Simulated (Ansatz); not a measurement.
## HOAl: how the atomization moves with the basis

HOAl, singlet; coordinates (Å): Al 0.000 0.000 1.433; O 0.000 0.000 -0.241; H 0.000 0.000 -1.192. Quantity: atomization.

Ansatz 0.2.0, basis 6-31G or cc-pVDZ or cc-pVTZ; geometries are PBE0/def2-TZVP minima. Wave-function levels freeze the cores; HF, MP2 and coupled cluster are restricted for singlets and unrestricted otherwise, atoms included (their steps beyond CCSDT(Q) come from restricted open-shell runs), Kohn–Sham unrestricted where that lies lower. The reference is CCSDT(Q) or CCSDTQ or full CI (coupled cluster only where its series has nearly closed). Semilocal and hybrid functionals correlate all electrons outside any core potential and usually lie nearer their basis limit than the reference, so part of their error here is the reference's basis and frozen-core error; RPA and the MP2 part of double hybrids freeze the same cores as the reference. None of these values is a measured one. Energies are electronic, without zero-point terms. No spin–orbit coupling and no scalar relativity. The species are chosen: bound, without strong static correlation by their natural occupations or amplitudes, in their lowest spin state as far as vertical gaps and like structures tell, and with a ladder that closes on the reference, so errors are smaller than for species at large; levels whose determinant breaks symmetry or spin markedly are left out.

```
    level   6-31G (kJ/mol)  cc-pVDZ (kJ/mol)  cc-pVTZ (kJ/mol)
reference  808.4 (full CI)    878.3 (CCSDTQ)  960.8 (CCSDT(Q))
       HF            597.9             631.3             670.3
     CCSD            800.7             865.6             942.4
  CCSD(T)            806.6             876.8             960.7
      PBE            922.9             964.8             997.9
   r2SCAN            911.1             948.8             982.4
    B3LYP            898.1             941.2             978.0
   B2PLYP            871.4             925.2             978.9
```

From 6-31G to cc-pVTZ the reference moves by 152.4 kJ/mol and PBE by 75.0; the step from CCSD(T) to the reference is 1.8 in the first and 0.1 in the last.
